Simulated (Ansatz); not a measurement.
# P2: geometry at several levels

The task, for P2: geometry at several levels.

Computed with Ansatz 0.2.0 (the levels named in each step, unless a step's input says otherwise).

## 1. The starting structure

Bond lengths: P1–P2 1.921 Å.

Coordinates:

```xyz
2

P     0.0000    0.0000    0.0000
P     0.0000    0.0000    1.9209
```

## 2. A rough first relaxation, PBE-D4/def2-SVP

This run stands in another session on the same molecule. It ended at:

```xyz
2

P     0.0000    0.0000    0.0028
P     0.0000    0.0000    1.9182
```

## 3. Relaxation, PBE0-D4/def2-TZVPP

This run stands in another session on the same molecule. It ended at:

```xyz
2

P     0.0000    0.0000    0.0197
P     0.0000    0.0000    1.9013
```

## 4. Relaxation, CCSD(T)/cc-pV(T+d)Z

input.yaml reads:

```yaml
crystal:
  periodic: [false, false, false]
  atoms:
    - { symbol: P, position_ang: [0.0, 0.0, 0.01965702] }
    - { symbol: P, position_ang: [0.0, 0.0, 1.90129298] }
basis:
  gaussian: { orbitals: "cc-pV(T+d)Z.json" }
correlation:
  method: ccsd_t
relax:
  f_tol: 0.002
  max_steps: 40
```

Started as:

```sh
ansatz run input.yaml --threads 2 --pin off --max-ram 5120MiB --backend cpu --events-out ev --progress --plain --runs-dir out
```

Output, cut to the lines that bear on the results:

```text
Warning: RAYON_NUM_THREADS=2 ignored (pool sized by the plan → 2); use --threads N
[...]
Functional definition: HF
[...]
509 factors; integrals over basis functions are off by at most 3.2e-4 eV
[...]
mean field -18544.38490675 eV, -681.4935754875 hartree, gradient 7.5e-6 eV, S^2 0.000000; 0 other end points of the search recorded, 0 dependent functions left out; unrestricted orbitals would lower it
[...]
10 core orbitals not correlated: weight in the atoms' cores, before any rotation towards them, 1.000 or more for the frozen orbitals, at most 0.000 for the correlated occupied ones
reference -18544.38490675 eV, -681.4935754875 hartree; 5, 5 occupied and 63, 63 virtual orbitals, 509 factors
second order -7.56248813 eV of doubles, -0.00000000 eV of singles
cycle   1  -7.65435903 eV  change   -9.2e-2 eV  update   9.4e-2
[...]
perturbative correction -0.58587499 eV, -0.0215305088 hartree
[...]
relax step   1: F+E_penalty+E_count = -18553.00590845 eV  Δ(F+E_penalty+E_count) = +0.000e0 eV  max|allowed force component| = 1.023e0 eV/Å  Δτ_max = 0.0000 Å  (45 SCF iters, accepted)
[...]
relax step   2: F+E_penalty+E_count = -18553.01972935 eV  Δ(F+E_penalty+E_count) = -1.382e-2 eV  max|allowed force component| = 1.210e-1 eV/Å  Δτ_max = 0.0158 Å  (35 SCF iters, accepted)
[...]
relax step   3: F+E_penalty+E_count = -18553.01994637 eV  Δ(F+E_penalty+E_count) = -2.170e-4 eV  max|allowed force component| = 7.927e-4 eV/Å  Δτ_max = 0.0018 Å  (28 SCF iters, accepted)
509 factors; integrals over basis functions are off by at most 3.0e-4 eV
mean field -18544.33124033 eV, -681.4916032828 hartree, gradient 7.9e-7 eV, S^2 0.000000; 1 other end points of the search recorded, 0 dependent functions left out; unrestricted orbitals would lower it
[...]
10 core orbitals not correlated: weight in the atoms' cores, before any rotation towards them, 1.000 or more for the frozen orbitals, at most 0.000 for the correlated occupied ones
reference -18544.33124033 eV, -681.4916032828 hartree; 5, 5 occupied and 63, 63 virtual orbitals, 509 factors
second order -7.63802683 eV of doubles, -0.00000000 eV of singles
[...]
cycle  10  -8.08675315 eV  change   -3.9e-6 eV  update   1.8e-6
perturbative correction -0.60195290 eV, -0.0221213610 hartree
[...]
Total energy: -18553.01994637 eV, -681.8109073406 hartree
Atom 0 at     0.000000    -0.000000     0.005613 Å, force    -0.000000    -0.000000     0.000793 eV/Å
Atom 1 at    -0.000000     0.000000     1.915337 Å, force     0.000000    -0.000000    -0.000793 eV/Å
Dipole moment:     0.000000    -0.000000     0.000000 e Å
```

It took 16 s on 2 threads of Arm Neoverse N1, shared host; peak memory 0.24 GiB.

The steps of the relaxation:

| step | E - E(step 1) (eV) | largest force component (eV/Å) |
| --- | --- | --- |
| 1 | 0.0000 | 1.0230 |
| 2 | -0.0138 | 0.1210 |
| 3 | -0.0140 | 0.0008 |

Step 1 is the start.

Before: Bond lengths: P1–P2 1.882 Å.

After: Bond lengths: P1–P2 1.910 Å.

## 5. Relaxation, CCSD(T)/cc-pwCVTZ, all electrons

input.yaml reads:

```yaml
crystal:
  periodic: [false, false, false]
  atoms:
    - { symbol: P, position_ang: [0.0, 0.0, 0.0056128] }
    - { symbol: P, position_ang: [0.0, 0.0, 1.9153372] }
basis:
  gaussian: { orbitals: cc-pwCVTZ.json }
correlation:
  method: ccsd_t
  frozen_orbitals: { P: 0 }
relax:
  f_tol: 0.002
  max_steps: 40
```

Started as:

```sh
ansatz run input.yaml --threads 2 --pin off --max-ram 5120MiB --backend cpu --events-out ev --progress --plain --runs-dir out
```

Output, cut to the lines that bear on the results:

```text
Warning: RAYON_NUM_THREADS=2 ignored (pool sized by the plan → 2); use --threads N
[...]
[... 1 set-up line as earlier in the session ...]
[...]
743 factors; integrals over basis functions are off by at most 4.2e-4 eV
[...]
mean field -18544.34636271 eV, -681.4921590200 hartree, gradient 2.4e-6 eV, S^2 0.000000; 0 other end points of the search recorded, 0 dependent functions left out; unrestricted orbitals would lower it
reference -18544.34636271 eV, -681.4921590200 hartree; 15, 15 occupied and 103, 103 virtual orbitals, 743 factors
second order -23.53273601 eV of doubles, -0.00000000 eV of singles
cycle   1  -23.36103328 eV  change    1.7e-1 eV  update   1.1e-1
[...]
perturbative correction -0.78634316 eV, -0.0288975780 hartree
[...]
relax step   1: F+E_penalty+E_count = -18568.97726181 eV  Δ(F+E_penalty+E_count) = +0.000e0 eV  max|allowed force component| = 2.854e-1 eV/Å  Δτ_max = 0.0000 Å  (47 SCF iters, accepted)
[...]
relax step   3: F+E_penalty+E_count = -18568.97847685 eV  Δ(F+E_penalty+E_count) = -3.361e-5 eV  max|allowed force component| = 8.674e-5 eV/Å  Δτ_max = 0.0007 Å  (28 SCF iters, accepted)
743 factors; integrals over basis functions are off by at most 4.2e-4 eV
mean field -18544.36612375 eV, -681.4928852250 hartree, gradient 2.2e-6 eV, S^2 0.000000; 1 other end points of the search recorded, 0 dependent functions left out; unrestricted orbitals would lower it
[...]
reference -18544.36612375 eV, -681.4928852250 hartree; 15, 15 occupied and 103, 103 virtual orbitals, 743 factors
second order -23.51196763 eV of doubles, -0.00000000 eV of singles
[...]
cycle  10  -23.83131330 eV  change    2.8e-7 eV  update   1.9e-6
perturbative correction -0.78103977 eV, -0.0287026823 hartree
[...]
Total energy: -18568.97847682 eV, -682.3973725176 hartree
Atom 0 at    -0.000000    -0.000000     0.009833 Å, force    -0.000000    -0.000000     0.000087 eV/Å
Atom 1 at     0.000000     0.000000     1.911117 Å, force     0.000000    -0.000000    -0.000087 eV/Å
Dipole moment:     0.000000    -0.000000     0.000000 e Å
```

Wall time 12 min (2 threads of Arm Neoverse N1, shared host); peak memory 1 GiB.

Relaxation path:

| step | energy from step 1 (eV) | largest force component (eV/Å) |
| --- | --- | --- |
| 1 | 0.0000 | 0.2854 |
| 2 | -0.0012 | 0.0477 |
| 3 | -0.0012 | 0.0001 |

Step 1 is the start.

Before: Bond lengths: P1–P2 1.910 Å.

After: Bond lengths: P1–P2 1.901 Å.

## 6. Geometries side by side

| level | P1–P2 (Å) | rotational constants (MHz) | dipole (D) | CPU time |
| --- | --- | --- | --- | --- |
| PBE0-D4/def2-TZVPP | 1.8816 | 9216.8 | 0.00 | 6.8 s |
| CCSD(T)/cc-pV(T+d)Z | 1.9097 | 8947.7 | 0.00 | 30 s |
| CCSD(T)/cc-pwCVTZ, all electrons | 1.9013 | 9027.3 | 0.00 | 24 min |

Constants are for the commonest isotopes at the equilibrium geometry; times are CPU times of the relaxations.

## 7. Outcome

| quantity | value |
| --- | --- |
| P1–P2 at CCSD(T)/cc-pwCVTZ, all electrons | 1.901 Å |

**Reading.** The P–P distance spreads over 0.028 Å, from PBE0-D4/def2-TZVPP (shortest) to CCSD(T)/cc-pV(T+d)Z.
